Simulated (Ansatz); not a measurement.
C3H7NO, SMILES `C=C(N)OC` at its PBE0-D4/def2-TZVP geometry, where that method's forces vanish. Total charge 0; spin multiplicity 1.

```csv
atom,x (Å),y (Å),z (Å)
C1,-0.1097,1.1389,0.7531
C2,0.0378,0.4761,-0.4015
N3,0.2044,1.0614,-1.6425
O4,-0.0014,-0.8636,-0.5530
C5,-0.2145,-1.6341,0.6044
H6,-0.0479,2.2177,0.7623
H7,-0.3216,0.6367,1.6826
H8,0.5216,2.0156,-1.6079
H9,0.7389,0.4942,-2.2824
H10,-0.1973,-2.6749,0.2857
H11,0.5747,-1.4625,1.3433
H12,-1.1850,-1.4056,1.0557
```

**Question.** For each bond, give half the difference of the two atoms' forces along it (eV/Å; positive pushes the atoms apart) under PBE-D4, r2SCAN-D4, B3LYP-D4, ωB97M-V in def2-TZVPP. (An estimate is asked.)

**Answer.** Ansatz gave: 
| bond | length (Å) | PBE-D4 | r2SCAN-D4 | B3LYP-D4 | ωB97M-V |
| --- | --- | --- | --- | --- | --- |
| C1–C2 | 1.340 | 0.22 | 0.10 | 0.00 | -0.15 |
| C1–H6 | 1.081 | 0.01 | -0.07 | -0.08 | -0.04 |
| C1–H7 | 1.078 | 0.00 | -0.10 | -0.10 | -0.05 |
| C2–N3 | 1.382 | 0.02 | 0.05 | 0.13 | 0.24 |
| C2–O4 | 1.349 | 0.30 | 0.18 | 0.17 | 0.14 |
| N3–H8 | 1.006 | 0.19 | -0.01 | -0.06 | -0.08 |
| N3–H9 | 1.008 | 0.19 | -0.02 | -0.04 | -0.08 |
| O4–C5 | 1.407 | 0.22 | 0.28 | 0.24 | 0.24 |
| C5–H10 | 1.089 | 0.07 | -0.08 | -0.13 | -0.10 |
| C5–H11 | 1.095 | 0.09 | -0.06 | -0.08 | -0.11 |
| C5–H12 | 1.094 | 0.09 | -0.06 | -0.08 | -0.10 |

B3LYP here is the variant with VWN-RPA as its local correlation; programs differ in this.
